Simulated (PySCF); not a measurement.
1-chloropropane, C3H7Cl.
Numbering: `[CH3:1][CH2:2][CH2:3][Cl:4]` (hydrogens: H5, H6, H7 on C1; H8, H9 on C2; H10, H11 on C3)

Torsions of this conformer, `[CH3:1][CH2:2][CH2:3][Cl:4]`: C1–C2–C3–Cl4 180°.

The closed-shell ground state was solved at several levels (PySCF, density fitting, gas phase, non-relativistic). The structure is a single GFN2-xTB conformer in the gas phase; no vibrational or solvent corrections.

| level | basis functions | HOMO (eV) | LUMO (eV) | gap (eV) | dipole (D) |
| --- | --- | --- | --- | --- | --- |
| PBE0/pcSseg-1 | 110 | -8.31 | 0.86 | 9.17 | 2.26 |
| CAM-B3LYP/def2-SVPD | 143 | -9.77 | 1.16 | 10.93 | 2.25 |

**Question.** Estimate the row for PBE0/def2-SVPD, a basis of 143 functions; the other rows only guide the guess.

**Answer.** HOMO -8.37 eV, LUMO 0.42 eV, gap 8.79 eV, dipole 2.26 D.

**Question.** Over all these levels, which gives the widest orbital gap and which the narrowest?

**Answer.** CAM-B3LYP/def2-SVPD (range-separated hybrid) has the widest, 10.93 eV, and PBE0/def2-SVPD (global hybrid, 25 % exact exchange) the narrowest, 8.79 eV. The two share the basis. From the narrowest to the widest the HOMO moves by -1.40 eV and the LUMO by +0.74 eV.

**Question.** How far do the dipole and the HOMO energy spread over the levels?

**Answer.** The dipole runs from 2.25 to 2.26 D (mean 2.26 D) and the HOMO from -9.77 to -8.31 eV.
